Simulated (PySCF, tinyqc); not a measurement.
Worked calculation: RHF in the sto-3g basis, for H2O, spin multiplicity 1. The lowest restricted solution is unstable here: a spin-polarised one lies 0.0211 hartree lower (PySCF). One step of it, computed by the program tinyqc.

Problem. Iteration 2: DIIS coefficients. Solve [B -1; -1 0][c; lambda] = [0; -1] for the coefficients, which sum to one.

B (overlaps of the stored error matrices):
```
                1               2
1   1.6397757e+00  -7.4707215e-01
2  -7.4707215e-01   5.3641665e-01
```

Give: DIIS coefficients.

Solution.

DIIS coefficients: 0.350  0.650
